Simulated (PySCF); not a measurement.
# C2H2O2 (Glyoxal): the cost of one run

Programs: PySCF 2.14.0, with routines of our own; each step states its level. All values are computed. Atoms count from 0.

## Step 1: The system as given

6 atoms, charge 0, multiplicity 1; geometry from: GFN2-xTB.

## Step 2: Vibronic structure: TDA B3LYP/6-31+G*

What the job is given:

```
{"job": {"kind": "vib", "xc": "B3LYP", "basis": "6-31+G*", "tda": true}, "charge": 0, "multiplicity": 1}
O      1.393302    -0.316295     0.975180
C      0.756804    -0.056765    -0.004770
C     -0.755939     0.057514    -0.003287
O     -1.394365     0.319336    -0.981331
H      1.215026     0.121649    -0.993541
H     -1.211706    -0.123449     0.986175
```

Method: TDA B3LYP/6-31+G* vertical-gradient vibronic structure (displaced harmonic oscillators, Condon), gas phase.

Launch:

```bash
OMP_NUM_THREADS=1 python excited_run.py task.json out
```

This one command runs all jobs of the session in turn.

Q: Estimate the wall time and peak memory of this first job on 1 thread of Arm Neoverse V1, shared host.

About 5.8 s, with a peak of 0.37 GiB.
